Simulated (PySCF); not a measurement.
ClH. Atoms are numbered in the order given.

```xyz
2

Cl     0.0000     0.0000    -0.0711
H      0.0000     0.0000     1.2083
```
Charge 0, spin multiplicity 1.

The structure is a stationary point at PBE0-D3(BJ)/def2-TZVPD.

These are ωB97X/def2-TZVPD (PySCF) values and carry that method's errors.

Isolated molecule, no solvent.

Computed frontier levels, gap, dipole moment and polarisability:
The highest occupied level is -12.03 eV. The lowest empty level comes out as 1.84 eV and the orbital gap is 13.87 eV. The dipole moment is 1.14 D. The quadrupole, principal values (traceless, Buckingham form, about the centre of nuclear charge) is -1.85, -1.85, 3.70 D·Å and the mean static polarisability is 17.6 bohr³ (2.61 Å³). The polarisability, principal values is 17.1, 17.1, 18.5 bohr³.
